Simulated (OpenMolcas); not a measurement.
# SiH3Cl (SMILES [SiH3]Cl) at 6 levels

Aim: a comparison of 6 runs (HF/STO-3G, B3LYP/6-31G*, B2PLYP/aug-cc-pVDZ, B3LYP/aug-cc-pVDZ, SVWN5/aug-cc-pVDZ, TPSS/aug-cc-pVDZ) of SiH3Cl. 

The calculation is run with OpenMolcas 26.06.

### Step 1. Starting point

SiH3Cl: 5 atoms, total charge 0, spin state singlet. SMILES: `[SiH3]Cl`. The coordinates come from a PBE0-D4/def2-TZVP relaxation.

Bond lengths: Si1–Cl2 2.054 Å, Si1–H3 1.481 Å, Si1–H4 1.481 Å, Si1–H5 1.481 Å. Angles: Cl2–Si1–H3 108.5°, Cl2–Si1–H4 108.5°, Cl2–Si1–H5 108.5°, H3–Si1–H4 110.4°, H3–Si1–H5 110.4°, H4–Si1–H5 110.4°.

### Step 2. Energy and forces at HF/STO-3G (run 1)

The input, job.inp:

```
&GATEWAY
BasLib = $CurrDir
Coord
5
angstrom
Si      -0.112000       0.018600      -0.030900
Cl       1.838300      -0.513500       0.329900
H       -0.950900      -0.488300       1.079100
H       -0.534700      -0.585700      -1.314900
H       -0.190800       1.495400      -0.104700
Basis = STO-3G
Group = NoSym
&SEWARD
&SCF
Thresholds = 1e-10 1e-07 1e-07 1e-05
PrOrbitals = 0
&ALASKA
```

The basis set STO-3G is read from a file made from the Basis Set Exchange's data (not shown).

Launch:

```
$ export MOLCAS_MEM=1860
$ pymolcas job.inp > job.log
```

The log of the run:

```text
--- Start Module: gateway ---
[...]
--- Stop Module: gateway /rc=_RC_ALL_IS_WELL_ ---
[...]
      Basis functions           21
[...]
--- Start Module: scf ---
[...]
       Convergence after   8 Iterations
[...]
::    Total SCF energy                               -741.9721812868
[...]
      Total spin, S                                     0.0000000000
[...]
      Total electronic charge=   34.000000
      Total            charge=   -0.000000
[...]
      Dipole Moment (debye):
      Origin of the operator (angstrom)=    0.9013   -0.2579    0.1566
                   X= -2.6985E+00               Y=  7.3633E-01               Z= -4.9936E-01           Total=  2.8413E+00
      Quadrupole Moment (debye*angstrom):
[...]
--- Stop Module: scf /rc=_RC_ALL_IS_WELL_ ---
--- Start Module: alaska ---
[...]
 *              Molecular gradients               *
 **************************************************
  Irreducible representation: a
 ------------------------------------------------------------------------------------------
                              X                       Y                       Z
 ------------------------------------------------------------------------------------------
  SI1               4.66534049899945E-02   -1.27106296874815E-02    8.58309165623217E-03
  CL2              -1.59914668761196E-02    4.36071391537407E-03   -2.95451368972532E-03
  H3               -1.82391238201833E-02   -1.00694302201279E-02    2.24939514680740E-02
  H4               -9.72221783278648E-03   -1.20409101897101E-02   -2.64140492967044E-02
  H5               -2.70059646091103E-03    3.04602561819420E-02   -1.70848013787861E-03
 ------------------------------------------------------------------------------------------
--- Stop Module: alaska /rc=_RC_ALL_IS_WELL_ ---
[...]
```

Run time: 1.6 s. Hardware: 1 thread of Arm Neoverse V2, shared host; peak memory 0.37 GiB.

### Step 3. Energy and forces at B3LYP/6-31G(d) (spherical functions) (run 2)

The input, mol.inp:

```
* ClH3Si Kohn-Sham DFT
>>> EXPORT MOLCAS_PRINT=2

&GATEWAY
 BasLib=$CurrDir
 Coord
 5
 angstrom
 Si      -0.112000       0.018600      -0.030900
 Cl       1.838300      -0.513500       0.329900
 H       -0.950900      -0.488300       1.079100
 H       -0.534700      -0.585700      -1.314900
 H       -0.190800       1.495400      -0.104700
 Basis=6-31Gs
 Group=NoSym

&SEWARD
 GridInput
 Grid=UltraFine
 End of Grid

&SCF
 KSDFT=B3LYP
 Thresholds=1e-10 1e-07 1e-07 1e-05
 PrOrbitals=1 1

&ALASKA
```

The basis set 6-31G* is read from a file made from the Basis Set Exchange's data (not shown).

Launch:

```
$ export MOLCAS_MEM=1860
$ pymolcas mol.inp > mol.log
```

The log of the run:

```text
--- Start Module: gateway ---
[...]
--- Stop Module: gateway /rc=_RC_ALL_IS_WELL_ ---
[...]
      Basis functions           42
[...]
--- Start Module: scf ---
[...]
       Convergence after  10 Iterations
[...]
::    Total KS-DFT energy                            -751.5258546899
[...]
      Total spin, S                                     0.0000000000
[...]
      Total electronic charge=   34.000000
      Total            charge=   -0.000000
[...]
      Dipole Moment (debye):
      Origin of the operator (angstrom)=    0.9013   -0.2579    0.1566
                   X= -1.5965E+00               Y=  4.3569E-01               Z= -2.9556E-01           Total=  1.6811E+00
      Quadrupole Moment (debye*angstrom):
[...]
--- Stop Module: scf /rc=_RC_ALL_IS_WELL_ ---
[...]
--- Start Module: alaska ---
[...]
 *              Molecular gradients               *
 **************************************************
  Irreducible representation: a
 ------------------------------------------------------------------------------------------
                              X                       Y                       Z
 ------------------------------------------------------------------------------------------
  SI1               6.83375435221478E-03   -1.85297916168103E-03    1.22698220340167E-03
  CL2              -8.73857396732447E-03    2.38238957486470E-03   -1.61375711196232E-03
  H3                7.02451736623200E-04   -6.16701547864196E-05   -9.39484922302114E-05
  H4                6.35792964161164E-04   -2.94833183851484E-05    3.62189319351724E-04
  H5                5.66574914271478E-04   -4.38256940024750E-04    1.18534081449795E-04
 ------------------------------------------------------------------------------------------
--- Stop Module: alaska /rc=_RC_ALL_IS_WELL_ ---
[...]
```

Wall time 7.2 s (1 thread of Arm Neoverse V2, shared host); peak memory 0.37 GiB.

Runs 3 to 4 aren't shown in full; the table further down has their settings and results.

### Step 4. Energy and gradient at SVWN5/aug-cc-pVDZ (run 5)

The input, calc.inp:

```
* ClH3Si Kohn-Sham DFT

&GATEWAY
  BasLib = $CurrDir
  Coord
  5
  angstrom
  Si      -0.112000       0.018600      -0.030900
  Cl       1.838300      -0.513500       0.329900
  H       -0.950900      -0.488300       1.079100
  H       -0.534700      -0.585700      -1.314900
  H       -0.190800       1.495400      -0.104700
  Basis = aug-cc-pVDZ
  Group = NoSym

&SEWARD
  GridInput
  Grid=UltraFine
  End of Grid

&SCF
  KSDFT = SVWN5
  Thresholds = 1e-10 1e-07 1e-07 1e-05
  PrOrbitals = 1 1

&ALASKA
```

The basis set aug-cc-pVDZ is read from a file made from the Basis Set Exchange's data (not shown).

Launch:

```
$ export MOLCAS_MEM=1860
$ pymolcas calc.inp > calc.log
```

The log of the run:

```text
--- Start Module: gateway ---
[...]
--- Stop Module: gateway /rc=_RC_ALL_IS_WELL_ ---
[...]
      Basis functions           81
[...]
--- Start Module: scf ---
[...]
       Convergence after  13 Iterations
[...]
::    Total KS-DFT energy                            -748.8516459949
[...]
      Total spin, S                                     0.0000000000
[...]
      Total electronic charge=   34.000000
      Total            charge=   -0.000000
[...]
      Dipole Moment (debye):
      Origin of the operator (angstrom)=    0.9013   -0.2579    0.1566
                   X= -1.2905E+00               Y=  3.5217E-01               Z= -2.3889E-01           Total=  1.3589E+00
      Quadrupole Moment (debye*angstrom):
[...]
--- Stop Module: scf /rc=_RC_ALL_IS_WELL_ ---
[...]
--- Start Module: alaska ---
[...]
 *              Molecular gradients               *
 **************************************************
  Irreducible representation: a
 ------------------------------------------------------------------------------------------
                              X                       Y                       Z
 ------------------------------------------------------------------------------------------
  SI1               4.36426834782289E-03   -1.18118080805329E-03    7.71446569849399E-04
  CL2              -1.01902401928164E-02    2.77870643097522E-03   -1.88256396371633E-03
  H3                4.09235708068811E-03    2.92281098618652E-03   -6.18820010527532E-03
  H4                1.81471617107620E-03    3.47270122481524E-03    6.98606970564608E-03
  H5               -8.11014067789717E-05   -7.99303783392258E-03    3.13247793491789E-04
 ------------------------------------------------------------------------------------------
--- Stop Module: alaska /rc=_RC_ALL_IS_WELL_ ---
[...]
```

It took 15 s on 1 thread of Arm Neoverse V2, shared host; peak memory 0.45 GiB.

### Step 5. Energy and forces at TPSS/aug-cc-pVDZ (run 6)

The input, coord.xyz:

```xyz
5

Si    -0.112000     0.018600    -0.030900
Cl     1.838300    -0.513500     0.329900
H     -0.950900    -0.488300     1.079100
H     -0.534700    -0.585700    -1.314900
H     -0.190800     1.495400    -0.104700
```

The input, calc.inp:

```
>>> EXPORT MOLCAS_PRINT=2

&GATEWAY
  BasLib=$CurrDir
  Coord=coord.xyz
  Basis=aug-cc-pVDZ
  Group=NoSym

&SEWARD
  GridInput
  Grid=UltraFine
  End of Grid

&SCF
  KSDFT=2
  1.0 MGGA_X_TPSS
  1.0 MGGA_C_TPSS
  Thresholds=1e-10 1e-07 1e-07 1e-05
  PrOrbitals=1 1

&ALASKA
```

The basis set aug-cc-pVDZ is read from a file made from the Basis Set Exchange's data (not shown).

Launch:

```
$ export MOLCAS_MEM=1860
$ pymolcas calc.inp > calc.log
```

The log of the run:

```text
--- Start Module: gateway ---
[...]
--- Stop Module: gateway /rc=_RC_ALL_IS_WELL_ ---
[...]
      Basis functions           81
[...]
--- Start Module: scf ---
[...]
       Convergence after  11 Iterations
[...]
::    Total KS-DFT energy                            -751.5838547118
[...]
      Total spin, S                                     0.0000000000
[...]
      Total electronic charge=   34.000000
      Total            charge=   -0.000000
[...]
      Dipole Moment (debye):
      Origin of the operator (angstrom)=    0.9013   -0.2579    0.1566
                   X= -1.2570E+00               Y=  3.4305E-01               Z= -2.3273E-01           Total=  1.3236E+00
      Quadrupole Moment (debye*angstrom):
[...]
--- Stop Module: scf /rc=_RC_ALL_IS_WELL_ ---
[...]
--- Start Module: alaska ---
[...]
 *              Molecular gradients               *
 **************************************************
  Irreducible representation: a
 ------------------------------------------------------------------------------------------
                              X                       Y                       Z
 ------------------------------------------------------------------------------------------
  SI1               1.38790646270035E-02   -3.77121121820556E-03    2.52642797910152E-03
  CL2              -1.62591902154325E-02    4.43401009377364E-03   -3.00514818855557E-03
  H3                1.64759303949724E-03    1.14406281552393E-03   -2.44227179857726E-03
  H4                7.44533719678753E-04    1.37844344842031E-03    2.79208346671389E-03
  H5               -1.20011707100964E-05   -3.18530513952009E-03    1.28908541287887E-04
 ------------------------------------------------------------------------------------------
--- Stop Module: alaska /rc=_RC_ALL_IS_WELL_ ---
[...]
```

It took 24 s on 1 thread of Arm Neoverse V2, shared host; peak memory 0.45 GiB.

### Step 6. All runs side by side

```
run                               level  integration grid      task  energy (Eh)  dipole moment (D)  HOMO energy (eV)  LUMO energy (eV)  wall time
  1                           HF/STO-3G                 –  gradient  -741.972181               2.84            -10.15              9.58      1.6 s
  2  B3LYP/6-31G* (spherical functions)         UltraFine  gradient  -751.525855               1.68             -8.66             -0.24      7.2 s
  3                  B2PLYP/aug-cc-pVDZ         UltraFine    energy  -751.259644               1.47            -10.22              0.33       16 s
  4                   B3LYP/aug-cc-pVDZ         UltraFine  gradient  -751.571230               1.38             -8.77             -0.66       19 s
  5                   SVWN5/aug-cc-pVDZ         UltraFine  gradient  -748.851646               1.36             -7.72             -1.38       15 s
  6                    TPSS/aug-cc-pVDZ         UltraFine  gradient  -751.583855               1.32             -7.81             -0.95       24 s
```

### Step 7. Outcome

| quantity | value |
| --- | --- |
| run 6: total energy | -751.58385 Eh |
| run 6: dipole moment | 1.32 D |
| run 6: HOMO energy | -7.81 eV |
| run 6: LUMO energy | -0.95 eV |
| run 6: HOMO–LUMO gap | 6.86 eV |
| run 6: largest force on an atom | 0.880 eV/Å |

The dipole moment (its size) runs from 1.32 D (TPSS/aug-cc-pVDZ) to 2.84 D (HF/STO-3G). The two ends differ in method and basis. The HOMO–LUMO gap runs from 6.33 eV (SVWN5/aug-cc-pVDZ) to 19.73 eV (HF/STO-3G). For B2PLYP the log adds the whole second-order term; the table takes 0.27 of it, as the functional is defined. Totals of different functionals can't be ranked against each other. In run 1 the basis is minimal, so the values are rough. All runs together took 82 s, the longest 24 s.
